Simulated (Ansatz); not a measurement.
## Forces away from equilibrium

CH5FSi (SMILES FC[SiH3]), closed shell, at a frame of a short PBE0-D4/def2-SVP trajectory.

```xyz
8
angstrom
F -0.7199 -0.4899 -1.6987
C -0.4725 0.4115 -0.6593
Si 0.4874 -0.3600 0.7217
H -1.3558 0.9195 -0.1453
H -0.0694 1.2651 -1.3020
H 0.6767 0.6867 1.7802
H 1.8471 -0.6757 -0.0188
H -0.3472 -1.6185 1.1991
```

Program: Ansatz 0.2.0. Basis: def2-TZVPP. Cores are frozen in the correlated methods.

CCSD(T) forces from the calculation:
```
atom      Fx      Fy  Fz (eV/Å)
  F1  -0.949  -0.650      0.536
  C2  -0.583   2.872     -1.305
 Si3   1.297  -1.165     -0.436
  H4   0.057  -1.142     -1.150
  H5   0.301  -0.629      1.677
  H6  -0.063  -0.414     -0.145
  H7  -1.059  -0.099      1.167
  H8   1.000   1.227     -0.345
```

Task: Which atom feels the largest CCSD(T) force, and how large is it?

Result: C2, 3.21 eV/Å, along (-0.18, 0.90, -0.41).

Root-mean-square difference of the force components from those of CCSD(T): PBE-D4 0.170; r2SCAN-D4 0.073; PBE0-D4 0.108; wB97M-V 0.051 eV/Å.

The T1 diagnostic stays at or below 0.012.

For scale, one of the runs: CCSD(T)/def2-TZVPP forces, 174 basis functions, launched by `ansatz run in.yaml --threads 2 --pin off --events-out ev --progress --plain --max-ram 3481MiB`. Hardware: 2 CPU threads of an Arm Neoverse V2, shared host. Wall time 2.1 min; peak host memory 2.8 GiB.
